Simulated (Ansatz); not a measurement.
System (SMILES): C#C (C2H2).
Atoms: C1, C2, H3, H4. Bonds: C1-C2, C1-H4, C2-H3.

Basis-set convergence of the optimised C1-C2 bond length at HF with Ansatz (a quantum-chemistry and plane-wave program). Cartesian d functions, on some or all atoms, in 6-31G*, 6-31G**; all else is spherical. The program fits the integrals of some runs and decomposes those of others, by size. Core-valence sets carry the plain set on hydrogen. No added dispersion term, no relativity. Reference: the value in def2-QZVPPD, 1.1792 Å, itself unsure by roughly 0.0001 Å (its mean distance from pcseg-3, def2-QZVPP, cc-pVQZ). Deviations are taken from unrounded values.

| basis | functions | optimised C1-C2 bond length (Å) | minus reference (Å) |
|---|---|---|---|
| STO-3G | 12 | 1.1684 | -0.0108 |
| 3-21G | 22 | 1.1875 | 0.0083 |
| 6-31G | 22 | 1.1941 | 0.0149 |
| pcseg-0 | 22 | 1.1927 | 0.0135 |
| def2-SV(P) | 32 | 1.1902 | 0.0110 |
| 6-31G* | 34 | 1.1854 | 0.0062 |
| def2-SVP | 38 | 1.1904 | 0.0112 |
| 6-31G** | 40 | 1.1861 | 0.0068 |
| 6-311+G** | 56 | 1.1835 | 0.0042 |
| aug-cc-pVDZ | 64 | 1.1921 | 0.0129 |
| aug-pcseg-1 | 64 | 1.1861 | 0.0068 |
| def2-TZVP | 74 | 1.1803 | 0.0010 |
| 6-311++G(3df,3pd) | 114 | 1.1800 | 0.0007 |
| cc-pCVTZ | 114 | 1.1795 | 0.0003 |
| aug-cc-pVTZ | 138 | 1.1803 | 0.0010 |
| def2-QZVPP | 174 | 1.1792 | 0.0000 |
| pcseg-3 | 186 | 1.1790 | -0.0002 |
| def2-QZVPPD | 192 | 1.1792 | 0.0000 |

The smallest set listed that lies within 0.005 Å of the reference with all its larger relatives (same family, alike in diffuse functions; a set with none counts only in the reference's own line) is 6-311+G** (56 functions, 0.0042 Å off). Inside, with no larger relative to test it: cc-pCVTZ, aug-cc-pVTZ, pcseg-3. (Relatives not listed, tested too: 6-311++G(2d,2p) 0.0005, def2-TZVPP 0.0010, def2-QZVP 0.0000 Å.)
